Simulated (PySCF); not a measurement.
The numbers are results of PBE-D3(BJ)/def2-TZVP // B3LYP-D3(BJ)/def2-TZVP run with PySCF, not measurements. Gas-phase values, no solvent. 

Reference species (SMILES): `C(F)(F)(F)F` (neutral, multiplicity 1).

| Item | Result |
|---|---|
| dipole moment | 0.00 D |

Changed species: `C` (whole molecule; the reference has whole molecule).

Q: Give the shifts of the dipole moment.

A: the dipole moment is nearly the same.
